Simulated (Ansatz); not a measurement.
# AlH7Si: the cost of one run

Method: RKS PBE0-D4/6-31G*, in Ansatz 0.2.0.

### Step 1. The starting structure

Bond lengths: Al1–H3 1.560 Å, Al1–H4 1.560 Å, Al1–Si5 2.620 Å, Si5–H6 1.460 Å, Si5–H7 1.460 Å, Si5–H8 1.460 Å. Angles: H3–Al1–H4 120.0°, H3–Al1–Si5 97.0°, H4–Al1–Si5 101.2°, Al1–Si5–H6 109.5°, Al1–Si5–H7 109.5°, Al1–Si5–H8 109.5°, H6–Si5–H7 109.4°, H6–Si5–H8 109.4°, H7–Si5–H8 109.4°.

Structure file:

```xyz
9

Al    0.0000    0.0000    0.0000
H     0.0000    0.0000    1.9100
H     1.3510    0.0000   -0.7800
H    -1.3510    0.0000   -0.7800
Si    0.1095   -2.4839    0.8261
H    -0.6805   -3.3291   -0.0645
H     1.4971   -2.9379    0.8228
H    -0.4270   -2.5710    2.1812
H     0.0428   -0.9718    1.9763
```

### Step 2. Pulling towards end A

Springs on the bonds that form and break draw the guess towards this end; the thresholds are loose.

The input, input.yaml:

```yaml
crystal:
  periodic: [false, false, false]
  atoms:
    - { symbol: Al, position_ang: [0.0, 0.0, 0.0] }
    - { symbol: H, position_ang: [0.0, 0.0, 1.91] }
    - { symbol: H, position_ang: [1.351, 0.0, -0.78] }
    - { symbol: H, position_ang: [-1.351, 0.0, -0.78] }
    - { symbol: Si, position_ang: [0.1095, -2.4839, 0.8261] }
    - { symbol: H, position_ang: [-0.6805, -3.3291, -0.0645] }
    - { symbol: H, position_ang: [1.4971, -2.9379, 0.8228] }
    - { symbol: H, position_ang: [-0.427, -2.571, 2.1812] }
    - { symbol: H, position_ang: [0.0428, -0.9718, 1.9763] }
basis:
  gaussian: { orbitals: "6-31G*" }
hamiltonian:
  xc: pbe0
  dispersion: d4
relax:
  f_tol: 0.15
  max_steps: 25
  restrain:
    - { distance: [0, 4], at: 3.52, k: 30.0 }
    - { distance: [8, 1], at: 1.86, k: 30.0 }
    - { distance: [0, 1], at: 1.56, k: 30.0 }
    - { distance: [8, 4], at: 1.46, k: 30.0 }
```

Command:

```sh
> ansatz run input.yaml --threads 1 --pin off --max-ram 2048MiB --backend cpu --events-out ev --progress --plain --runs-dir out
```

What time and memory should one allow on 1 thread of Arm Neoverse V1, shared host?

About 17 s, with a peak of 0.11 GiB.
